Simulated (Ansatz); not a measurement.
Scan of BH₃, triplet

Starting geometry (PBE0/def2-TZVP stationary point for this spin, not checked as a minimum):

```tsv
atom	x (Å)	y (Å)	z (Å)
B	-0.1149	0.0000	0.0891
H	0.3114	0.5391	-0.9919
H	0.6095	0.0000	1.0286
H	0.3113	-0.5391	-0.9919
```

From there H4 moves along the line of the two atoms named below, all else staying in place; atoms are numbered as listed. Energies are in kJ/mol, counted from the starting geometry at the same level.

Basis cc-pVDZ; Ansatz 0.2.0. Only valence electrons are correlated (noble-gas cores frozen). R marks a restricted (for open shells ROHF) determinant, U an unrestricted one. Active spaces: valence = (6e, 7o) chosen from the atoms' valence shells.

For open shells CISD is restricted-active-space CI with the open shells as a complete middle space. Runs in a small pair space aren't shown, since their orbitals change along the scan.

Full CI is exact within this basis and frozen core; it isn't the basis-set limit. The frozen core follows each run's orbitals, which can shift R against U totals by a few meV.

```
distance B1-H4 (Å)  full CI  unpaired electrons (full CI)  error CISD  error UCCSD  error RCCSD(T)  error UCCSDT  error RCCSDT(Q)  error MRCISD+Q (valence space)
             1.039     79.5                          2.02        -1.0         -0.7            -0.2           0.0              0.0                             0.0
             1.180     12.8                          2.02        -0.4         -0.3            -0.1           0.0              0.0                             0.0
             1.281      0.0                          2.02         0.0          0.0             0.0           0.0              0.0                             0.0
             1.375      3.1                          2.02         0.5          0.3             0.1           0.0              0.0                             0.0
             1.567     31.0                          2.03         1.4          1.0             0.3           0.0              0.0                             0.3
             1.808     70.6                          2.03         1.8          1.2             0.7           0.0              0.0                             0.8
             2.016     90.2                          2.03         0.2          0.3             0.6           0.0              0.0                             0.8
             2.421     96.1                          2.02        -3.1         -1.6            -0.1           0.0              0.0                             2.6
             2.831     91.6                          2.02        -3.9         -2.1            -0.3          -0.1              0.0                             1.9
             3.445     88.1                          2.02        -4.1         -2.2            -0.3          -0.1              0.0                             1.5
             4.390     87.5                          2.02        -4.2         -2.3            -0.3          -0.1              0.0                             1.5
```

Unpaired electrons are Σ n²(2−n)² over natural occupations. Errors are those of relative energies. In total energy the starting point itself misses full CI by: CISD 13.1, UCCSD 6.6, RCCSD(T) 1.5, UCCSDT 0.1, RCCSDT(Q) 0.0, MRCISD+Q (valence space) 0.1 kJ/mol.

Spread of the error over the points with a reference, to 4.390 Å (largest less smallest): RCCSDT(Q) 0.0, UCCSDT 0.1, RCCSD(T) 1.0, MRCISD+Q (valence space) 2.6, UCCSD 3.5, CISD 6.0 kJ/mol.

MRCISD+Q (valence space) stays parallel to the reference within 2.6 kJ/mol over the points shown.
